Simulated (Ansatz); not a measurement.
Input for Ansatz (an electronic-structure program): R-CCSD(T)/cc-pV(T+d)Z on CH6Si (SMILES C[SiH3]), atoms moved off the minimum. Files ending in .json are basis or fitting sets from the Basis Set Exchange.

Ansatz 0.2 input:
```yaml
crystal:
  periodic: [false, false, false]
  atoms:
    - {symbol: Si, position_ang: [-0.75542130, 0.08757545, -0.04113152]}
    - {symbol: C, position_ang: [1.21549646, -0.11378175, 0.00884803]}
    - {symbol: H, position_ang: [-1.21254405, -0.77742081, -0.95820734]}
    - {symbol: H, position_ang: [-0.87896028, 1.56878108, -0.29780938]}
    - {symbol: H, position_ang: [-1.24762092, -0.21558249, 1.45127396]}
    - {symbol: H, position_ang: [1.64853475, -1.18984041, 0.31486147]}
    - {symbol: H, position_ang: [1.77953113, 0.58448089, 0.87602784]}
    - {symbol: H, position_ang: [1.71359304, 0.10309029, -0.99893493]}
basis:
  gaussian:
    orbitals: cc-pV_T+d_Z.json
magnetization: {spin_polarized: false}
correlation: {method: ccsd_t, electrons: outside_noble_gas}
scf: {lower_state_search: off}
output: {forces: true}
```

Program output:

```
Functional definition: HF
[...]
these checks for a lower state are left out or cut short: starts, cluster_reference, orbital_swaps, neighbouring_geometries, increment
integrals: 0.37 GiB planned
859 factors; integrals over basis functions are off by at most 9.6e-4 eV
mean field: 0.28 GiB planned
mean field evaluation 1: about -8985.8017 eV, gradient 2.1e1 eV
mean field evaluation 2: about -8985.8005 eV, gradient 2.1e1 eV
mean field evaluation 4: about -8987.3522 eV, gradient 2.5e0 eV
mean field evaluation 8: about -8987.3808 eV, gradient 4.6e-4 eV
mean field -8987.38076149 eV, -330.2801511193 hartree, gradient 2.5e-6 eV, S^2 0.000000; 0 other end points of the search recorded, 0 dependent functions left out
6 core orbitals not correlated
reference -8987.38076149 eV, -330.2801511193 hartree; 7, 7 occupied and 140, 140 virtual orbitals, 859 factors
densities: 1.65 GiB planned
second order -8.74634271 eV of doubles, -0.00000000 eV of singles
coupled cluster: 0.95 GiB planned
cycle   1  -9.48498204 eV  change   -7.4e-1 eV  update   7.0e-2
cycle   2  -9.80928295 eV  change   -3.2e-1 eV  update   2.3e-2
cycle   3  -9.84550007 eV  change   -3.6e-2 eV  update   7.5e-3
cycle   4  -9.84451932 eV  change    9.8e-4 eV  update   2.3e-3
cycle   5  -9.84433815 eV  change    1.8e-4 eV  update   6.1e-4
cycle   6  -9.84423684 eV  change    1.0e-4 eV  update   1.9e-4
cycle   7  -9.84422987 eV  change    7.0e-6 eV  update   5.9e-5
cycle   8  -9.84423641 eV  change   -6.5e-6 eV  update   1.8e-5
cycle   9  -9.84423080 eV  change    5.6e-6 eV  update   5.4e-6
perturbative correction -0.33450767 eV, -0.0122929303 hartree
the calculation of the forces begins
Total energy: -8997.55949996 eV, -330.6542128587 hartree
Atom 0 at    -0.755421     0.087575    -0.041132 Å, force     3.298942     2.242841     4.297352 eV/Å
Atom 1 at     1.215496    -0.113782     0.008848 Å, force     2.263712    -0.487316     1.665922 eV/Å
Atom 2 at    -1.212544    -0.777421    -0.958207 Å, force    -1.538595    -1.959258    -2.328409 eV/Å
Atom 3 at    -0.878960     1.568781    -0.297809 Å, force    -0.471310    -0.566037    -0.154030 eV/Å
Atom 4 at    -1.247621    -0.215582     1.451274 Å, force     0.218363     0.247909    -1.673216 eV/Å
Atom 5 at     1.648535    -1.189840     0.314861 Å, force    -1.326181     2.064529    -0.720774 eV/Å
Atom 6 at     1.779531     0.584481     0.876028 Å, force    -1.720331    -1.493460    -2.412871 eV/Å
Atom 7 at     1.713593     0.103090    -0.998935 Å, force    -0.724600    -0.049209     1.326025 eV/Å
Dipole moment:    -0.039943    -0.041041    -0.095956 e Å
Checks for a lower state left out: starts, cluster_reference, orbital_swaps, neighbouring_geometries, increment
```

The calculation finished and met its thresholds.

Cost: roughly 80 core-seconds.
